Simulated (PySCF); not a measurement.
Compound: CO₂.
Atom-mapped SMILES: `[O:1]=[C:2]=[O:3]`

Computed by this run: PBE0-D3(BJ)/def2-SVP geometry optimisation, gas phase (PySCF 2.14.0); density fitting, grid level 1; the optimiser is geomeTRIC in internal coordinates, started from a GFN2-xTB structure.

Step 0: E = -5122.3563 eV
```
atom  x, y, z in Å  |  force x, y, z in eV/Å
O1     -1.1012    0.3644   -0.0061   -1.869   0.504  -0.003
C2      0.0038    0.0698   -0.0042   -0.002   0.001   0.000
O3      1.1089   -0.2248   -0.0023    1.871  -0.504   0.003
```

Q: Estimate the geometry and energy of step 1. (The exact step hangs on the optimiser's Hessian estimate; all steps are aligned on step 0, rigid shifts and turns removed.)

A: E = -5122.3861 eV, largest force 0.074 eV/Å
```
atom  x, y, z in Å  |  force x, y, z in eV/Å
O1     -1.1169    0.3685   -0.0061    0.071  -0.020  -0.005
C2      0.0038    0.0698   -0.0042   -0.002   0.001   0.000
O3      1.1245   -0.2290   -0.0022   -0.069   0.019   0.005
```

The energy changes by -0.0298 eV. The first-order estimate −F·Δx gives -0.0628 eV and the mean of the old and new forces, exact on a quadratic surface, -0.0302 eV. The step makes an angle of 0° with the force vector and moves no atom by more than 0.016 Å.

The cost below is that of the whole optimisation. The run took 1.4 s wall on one thread, Intel Xeon Platinum 8375C at 2.90 GHz (x86_64), shared host with 96 logical CPUs at a one-minute load of 32, and the process peaked at 0.25 GiB of memory.
